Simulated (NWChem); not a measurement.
dichloromethane (CH$_{2}$Cl$_{2}$); SMILES ClCCl

Results from NWChem. Pople sets run with spherical d functions. Structure relaxed at the PBE-D3(BJ)/def2-SVP level. Level: M06-2X/6-31G* with SMD (1 M gas to 1 M solution), gas-phase geometry.

### Question
Among these, which solvent gives the highest value of “cavity-dispersion-structure term (kcal/mol)”?
(A) diethyl ether
(B) water
(C) 1,4-dioxane
(D) acetone

### Answer
B, water. Values: diethyl ether -2.0; acetone -1.6; 1,4-dioxane -1.2; water 1.8
